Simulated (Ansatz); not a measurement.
C2H4O2, charge +1, doublet, at a GFN2-xTB geometry of the parent state (a state made from the parent by changing its charge; the spin is typed, not shown lowest); R2SCAN/def2-SV(P) run with Ansatz (a first-principles code).

Input for Ansatz:
Ansatz 0.2 input:
```yaml
crystal:
  periodic: [false, false, false]
  atoms:
    - {symbol: C, position_ang: [-1.36059689, -0.36123287, 0.11215440]}
    - {symbol: C, position_ang: [0.00602229, 0.30941750, 0.05000233]}
    - {symbol: O, position_ang: [0.96225085, -0.51607756, 0.83658123]}
    - {symbol: O, position_ang: [0.47334909, 0.80425830, -1.05068424]}
    - {symbol: H, position_ang: [-2.10577931, 0.30955893, -0.31843029]}
    - {symbol: H, position_ang: [-1.41225148, -1.32002693, -0.43922690]}
    - {symbol: H, position_ang: [-1.62321406, -0.56690330, 1.15273752]}
    - {symbol: H, position_ang: [1.78389279, -0.41718237, 0.34480342]}
basis:
  gaussian:
    orbitals: def2-SV_P_.json
hamiltonian:
  xc: r2scan
total_charge: 1
magnetization: {spin_polarized: false, initial_magnetization: 1}
```
The basis file holds def2-SV(P) in the JSON format of the Basis Set Exchange.

It wrote (shortened):

```
Functional definition: r2SCAN
802 factors; their error is unknown
mean field evaluation 1: about -6203.6368 eV, gradient 7.0e1 eV
mean field evaluation 2: about -6154.7828 eV, gradient 1.5e2 eV
mean field evaluation 4: about -6210.4260 eV, gradient 3.2e1 eV
mean field evaluation 8: about -6212.9150 eV, gradient 1.1e1 eV
mean field evaluation 16: about -6213.4125 eV, gradient 1.2e-1 eV
mean field evaluation 32: about -6213.1887 eV, gradient 1.4e0 eV
mean field -6213.38043744 eV, -228.3375194952 hartree, gradient 2.1e-5 eV, S^2 0.750000; 5 other end points of the search recorded, 0 dependent functions left out
reference -6213.38044398 eV, -228.3375197359 hartree; 16, 15 occupied and 48, 49 virtual orbitals, 802 factors
Total energy: -6213.38044398 eV, -228.3375197359 hartree
```
